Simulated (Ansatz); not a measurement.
# BH₄+ (triplet): wave-function methods side by side at scale of all distances = 2.434, cc-pVDZ

How much of the correlation energy of BH₄+ (triplet) does each wave-function method recover here?

The runs use Ansatz 0.2.0, Gaussian basis; cc-pVDZ, core rule «outside noble gas», up to 1 orbitals frozen.

The runs, in order: UHF; CCSD(T) on natural orbitals of UHF; CCSD(T) on UHF; BCCD(T) on natural orbitals of UHF; CISD; CCSDT(Q) on natural orbitals of UHF; CCSDT(Q) on UHF; CASSCF and MRCISD+Q, 4 electrons in 4 orbitals; CASSCF and NEVPT2, 4 electrons in 4 orbitals; CASSCF and MRCISD+Q, 6 electrons in 8 orbitals; CASSCF and NEVPT2, 6 electrons in 8 orbitals; Full CI.

20 further runs of the same task are left out: 2 for a known fault of the program, 1 for a mislabelled method, 13 that didn't finish, 4 set aside as unsound or not needed.

## 1. The system

The geometry derives from a PBE0/def2-TZVP stationary point (not a proven minimum). All distances are scaled together.

5 atoms, charge 1, spin multiplicity 3.

Atoms are counted from 1 here; the program's logs count them from 0.

No contacts short enough for the rule that draws bonds.

## 2. UHF

File in.yaml:

```yaml
crystal:
  periodic: [false, false, false]
  atoms:
    - {symbol: B, position_ang: [0.000000, 0.000000, 0.000000]}
    - {symbol: H, position_ang: [1.150004, 1.183642, 2.573478]}
    - {symbol: H, position_ang: [-1.182414, -1.146131, 2.575769]}
    - {symbol: H, position_ang: [-1.148636, 1.147392, -2.590451]}
    - {symbol: H, position_ang: [1.181047, -1.184903, -2.558797]}
basis:
  gaussian: {orbitals: cc-pVDZ}
total_charge: 1
magnetization: {spin_polarized: true, initial_magnetization: 2}
hamiltonian: {xc: hf}
output: {orbitals: {seedname: orbitals}}
```

On the command line:

```
ansatz run in.yaml --threads 1 --pin off --events-out ev --progress --plain --max-ram 2393MiB
```

The runs that follow: CCSD(T) on natural orbitals of UHF; CCSD(T) on UHF; BCCD(T) on natural orbitals of UHF; CISD; CCSDT(Q) on natural orbitals of UHF; CCSDT(Q) on UHF; CASSCF and MRCISD+Q, 4 electrons in 4 orbitals; CASSCF and NEVPT2, 4 electrons in 4 orbitals; CASSCF and MRCISD+Q, 6 electrons in 8 orbitals; CASSCF and NEVPT2, 6 electrons in 8 orbitals; Full CI.

Before running them: what should the planned runs give, taken together? Wanted: FCI below the RHF energy; RMP2 from FCI; UMP2 from FCI; RCCSD from FCI; RCCSD(T) from FCI; UCCSD(T) from FCI; UCCSDT(Q) from FCI; NEVPT2 pair from FCI; MRCISD+Q pair from FCI.

As calculated:

```
                         quantity                                                                                                                        value
         FCI below the RHF energy                                                                                                                   -6.1993 eV
                    RMP2 from FCI                                                                                                                  +1516.3 meV
                    UMP2 from FCI                                                                                                                   +754.6 meV
                   RCCSD from FCI                                                                                                                    +28.8 meV
                RCCSD(T) from FCI                                                                                                                     +3.1 meV
                UCCSD(T) from FCI                                                                                                                     +9.4 meV
               UCCSDT(Q) from FCI                                                                                                                     +0.3 meV
             NEVPT2 pair from FCI                                                                                                                   +724.1 meV
           MRCISD+Q pair from FCI                                                                                                                   -138.7 meV
          NEVPT2 valence from FCI                                                                                                                    +26.6 meV
levels within 1 kcal/mol (43 meV)  RCCSD, UCCSD, RCCSD(T), UCCSD(T), BCCD(T), UCCSDT, UCCSDT(Q), MRCISD pair, NEVPT2 valence, MRCISD valence, MRCISD+Q valence
                    T1 diagnostic                                                                                                                        0.215
   effectively unpaired electrons                                                                                                                         4.06
```

What this shows: RCCSD(T) lands +3.1 meV from the yardstick (0.1 % of the correlation energy). MRCISD+Q pair falls below full CI: the +Q correction isn't variational, and the cores differ from full CI's. The occupations show strong static correlation (4.1 unpaired electrons where one determinant has 2). Coupled cluster on one determinant still stays close here. Of the multireference levels listed MRCISD+Q valence comes nearest in total energy (+2.4 meV), which doesn't show that its space is the better one. Coupled cluster took another determinant than the lowest Hartree-Fock one. These misses are within one basis, not against nature; the frozen cores of restricted and unrestricted runs differ, which can shift their rows.
